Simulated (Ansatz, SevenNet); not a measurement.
Elastic constant C12 (GPa) of 27 elemental metals, computed with the machine-learned potential SevenNet-l3i5 (trained on PBE and PBE+U data) and with r²SCAN (plane waves, PAW; Ansatz, a quantum-chemistry and plane-wave program). The set holds measured phases with no doubt noted on the run or the magnetic state but for the caveats below. 4 more of the class have both values but aren't in it, for one of these reasons: built or high-temperature cells, doubts on the run or the magnetic state, unlike cells, values of zero, layered or molecular crystals. Solids without a value at one level (not run, failed, or a magnetic order lost), or held back for tests, aren't counted.

All rows, in order of the shift (worked out from unrounded values):

| solid | SevenNet-l3i5 | r²SCAN | shift (%) |
|---|---|---|---|
| hcp Be | 125 | 18.6 | -85 |
| bcc Ba | 16.3 | 6.39 | -61 |
| hcp Zn | 73.8 | 45.0 | -39 |
| double-hcp La | 23.0 | 16.5 | -28 |
| hcp Os | 328 | 237 | -28 |
| hcp Ru | 263 | 198 | -25 |
| body-centred tetragonal In | 38.7 | 29.2 | -25 |
| hcp Ti | 111 | 89.1 | -19.5 |
| fcc Ir | 300 | 249 | -17.0 |
| fcc Rh | 229 | 199 | -13.0 |
| hcp Mg | 29.3 | 26.0 | -11.4 |
| hcp Zr | 71.4 | 65.1 | -8.8 |
| hcp Tc | 265 | 242 | -8.8 |
| hcp Re | 313 | 292 | -6.5 |
| hcp Cd | 43.7 | 41.3 | -5.6 |
| fcc Cu | 141 | 143 | +1.2 |
| hcp Y | 27.7 | 29.1 | +5.3 |
| fcc Pt | 224 | 242 | +8.5 |
| fcc Pb | 37.3 | 40.9 | +9.8 |
| fcc Au | 131 | 144 | +10.0 |
| fcc Ag | 84.2 | 92.7 | +10.1 |
| fcc Pd | 147 | 170 | +16.0 |
| fcc Al | 62.1 | 73.3 | +18.0 |
| hcp Tl | 25.4 | 30.0 | +18.1 |
| fcc Ca | 12.7 | 15.5 | +22 |
| hcp Sc | 33.6 | 42.9 | +27 |
| fcc Sr | 7.96 | 10.2 | +28 |

The shift from SevenNet-l3i5 to r²SCAN has a median of -6.5 %, and eight in ten lie between -32 % and +19.7 %; r²SCAN is the larger in 12 of 27. Each level is at its own cell, so the shift holds the change of volume too.

Ansatz's runs of these crystals have no spin polarisation. Meta-GGA and hybrid levels favour moments, which can bear on fcc Pd, hcp Sc, fcc Pt, hcp Ti, hcp Y, fcc Rh.

Spin–orbit coupling is left out, also for the solids with elements from indium on (body-centred tetragonal In, fcc Pt, hcp Os, bcc Ba, double-hcp La, hcp Tl, fcc Ir, hcp Re, fcc Pb, fcc Au); its size isn't shown.

Each level is taken at its own relaxed cell. Ansatz's density-functional and Hartree–Fock values are scalar-relativistic unless marked +SOC, with PAW data made under PBE.
